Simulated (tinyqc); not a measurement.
Extended Hueckel theory, for N2-, step by step. The parameters take no account of the charge, which enters only through the electron count, and nothing here shows that the anion is bound. One step of it, computed by the program tinyqc.

Task: Mulliken analysis. P = C n C^T; charge = valence electrons (N 5) minus the sum of (P S)_ii on the atom; overlap population = 2 sum P_ij S_ij between two atoms.

coefficients:
```
,MO1,MO2,MO3,MO4,MO5,MO6,MO7,MO8
1N 2s,0.579663,0.536819,0.000000,0.000000,-0.221876,0.000000,0.000000,1.226240
1N 2px,0.000000,0.000000,0.534653,0.326743,0.000000,0.809443,-0.181783,0.000000
1N 2py,0.000000,0.000000,-0.326743,0.534653,0.000000,0.181783,0.809443,0.000000
1N 2pz,0.029152,-0.442268,0.000000,0.000000,0.646903,0.000000,0.000000,1.133925
2N 2s,0.579663,-0.536819,0.000000,0.000000,-0.221876,0.000000,0.000000,-1.226240
2N 2px,0.000000,0.000000,0.534653,0.326743,0.000000,-0.809443,0.181783,0.000000
2N 2py,0.000000,0.000000,-0.326743,0.534653,0.000000,-0.181783,-0.809443,0.000000
2N 2pz,-0.029152,-0.442268,0.000000,0.000000,-0.646903,0.000000,0.000000,1.133925
```

occupations: 2.000000  2.000000  2.000000  2.000000  2.000000  0.500000  0.500000  0.000000

overlap S, lower triangle:
```
,1N 2s,1N 2px,1N 2py,1N 2pz,2N 2s,2N 2px,2N 2py,2N 2pz
1N 2s,1.000000
1N 2px,0.000000,1.000000
1N 2py,0.000000,0.000000,1.000000
1N 2pz,0.000000,0.000000,0.000000,1.000000
2N 2s,0.440940,0.000000,0.000000,0.435148,1.000000
2N 2px,0.000000,0.273513,0.000000,0.000000,0.000000,1.000000
2N 2py,0.000000,0.000000,0.273513,0.000000,0.000000,0.000000,1.000000
2N 2pz,-0.435148,0.000000,0.000000,-0.323779,0.000000,0.000000,0.000000,1.000000
```

Give: charges; Overlap populations.

Result:

charges: 1N -0.5000, 2N -0.5000

Overlap populations:
```
pair,value
2-1,1.329209
```
